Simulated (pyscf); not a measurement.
Thermochemistry of product channels of H₂N–NH₂ + disilane (H₃Si–SiH₃) on the singlet surface, in kJ/mol, from CCSD(T)/def2-TZVPP + ΔMP2(QZVPP) energies (ideal gas, 1 atm, RRHO with modes under 100 cm⁻¹ raised to 100, one conformer, R ln 2 for chiral ones without a mode under 150 cm⁻¹). Single points on ωB97X-D3(BJ)/def2-SVP structures (PySCF, gas phase). MP2 and CC: frozen core, UHF for open shells. ΔMP2 is the change of the MP2 total energy from the triple- to the quadruple-zeta basis.

```json
[
 {"products": "silylamine (H₂N–SiH₃) + silylamine (H₂N–SiH₃)", "ΔE": "-261.5", "ΔH(298 K)": "-266.1", "ΔG(298 K)": "-271.6", "ΔG(900 K)": "-284.7"},
 {"products": "H₂N–SiH₂–SiH₃ + ammonia (NH₃)", "ΔE": "-217.5", "ΔH(298 K)": "-216.1", "ΔG(298 K)": "-218.4", "ΔG(900 K)": "-226.5"},
 {"products": "H₂N–NH–SiH₃ + silane (SiH₄)", "ΔE": "-37.4", "ΔH(298 K)": "-44.9", "ΔG(298 K)": "-43.5", "ΔG(900 K)": "?"}
]
```

### Question
Fill in the missing entries.

### Answer

- H₂N–NH–SiH₃ + silane (SiH₄), ΔG(900 K): -40.5

These are energies of the channels, which say nothing of barriers. H₂N–SiH₂–SiH₃ lies 61.7 kJ/mol over its isomer H₃Si–NH–SiH₃ (electronic energy, ωB97M-D3(BJ)/def2-TZVP). H₂N–NH–SiH₃ lies 240.0 kJ/mol over its isomer H₂N–SiH₂–NH₂ (electronic energy, ωB97M-D3(BJ)/def2-TZVP). The CCSD(T) − MP2 part came from Ansatz, without density fitting, on the same reference.
